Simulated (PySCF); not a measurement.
## Removing an electron from pyrimidine

Pyrimidine, C4H4N2.
SMILES with atom numbers: `[cH:1]1[cH:2][n:3][cH:4][n:5][cH:6]1` (hydrogens: H7 on C1; H8 on C2; H9 on C4; H10 on C6)

Structure used (PBE0-D3(BJ)/def2-SVP), in Å, numbered top down from 1:
```xyz
10
C4H4N2 angstrom
C     -1.135    0.078    0.079
C     -0.484   -1.152    0.024
N      0.840   -1.250   -0.068
C      1.514   -0.104   -0.105
N      1.003    1.123   -0.060
C     -0.322    1.208    0.032
H     -2.221    0.152    0.153
H     -1.049   -2.092    0.054
H      2.605   -0.178   -0.180
H     -0.753    2.215    0.070
```

Level: CAM-B3LYP/def2-SVPD (PySCF). Frontier orbitals with their largest atomic shares (Löwdin; up to four atoms above 4 %):

| orbital | ε (eV) | main atoms |
| --- | --- | --- |
| HOMO−3 | -10.62 | N5 26 %, N3 26 %, C2 16 %, C6 16 % |
| HOMO−2 | -10.23 | N3 30 %, N5 30 %, C4 14 %, C1 6 % |
| HOMO−1 | -9.69 | C1 31 %, C4 17 %, C6 14 %, C2 14 % |
| HOMO | -8.94 | ? |
| LUMO | -0.25 | C6 22 %, C2 22 %, N3 18 %, N5 18 % |
| LUMO+1 | 0.09 | C4 25 %, C1 21 %, N5 12 %, N3 12 % |
| LUMO+2 | 1.39 | C1 22 %, C6 17 %, C2 17 %, H7 14 % |

**Question.** What vertical ionisation energy does ΔSCF give, and how far is −ε(HOMO) from it?

**Answer.** ΔSCF: 9.88 eV (953 kJ/mol; threshold wavelength 126 nm); ⟨S²⟩ of the doublet left behind is 0.763, against 0.75 for a pure doublet. −ε(HOMO) is 8.94 eV, 0.94 eV below it. For the exact functional −ε(HOMO) would equal the first vertical ionisation energy; CAM-B3LYP (range-separated hybrid) falls short of its own ΔSCF value by 10 %.

**Question.** On which atoms does the HOMO lie?

**Answer.** N5 (pyridine-type nitrogen) 34 %, N3 (pyridine-type nitrogen) 34 %, C6 (aromatic CH next to a ring nitrogen) 7 %, C2 (aromatic CH next to a ring nitrogen) 7 %, so no atom holds as much as 40 %. The HOMO−1 lies 0.75 eV lower.

**Question.** And the vertical electron affinity, the fundamental gap, Mulliken's electronegativity and the hardness (with the factor ½)?

**Answer.** EA = -0.57 eV by ΔSCF (−ε(LUMO) = 0.25 eV); a negative value means that the added electron isn't bound at this geometry and level, and the number then depends on the basis. IE − EA = 10.45 eV against an orbital gap of 8.69 eV; (IE + EA)/2 = 4.66 eV; (IE − EA)/2 = 5.23 eV.

**Question.** What total energies stand behind the ΔSCF value?

**Answer.** E(N) = -264.00715 Eh and E(N − 1) = -263.64416 Eh at the same geometry, 0.36299 Eh apart. With one more electron, E(N + 1) = -263.98608 Eh.

**Question.** What kinetic energy would electrons from this vertical process carry with He II light (40.814 eV)?

**Answer.** 40.81 − 9.88 = 30.93 eV.

**Question.** Shift the occupied levels rigidly so that −ε(HOMO) equals the ΔSCF value. What binding energies result?

**Answer.** The shift is +0.94 eV: HOMO 9.88, HOMO−1 10.63, HOMO−2 11.17, HOMO−3 11.56 eV. A rigid shift is only a rough guide to the deeper ionisations.

Isolated species at its PBE0-D3(BJ)/def2-SVP geometry, gas phase.
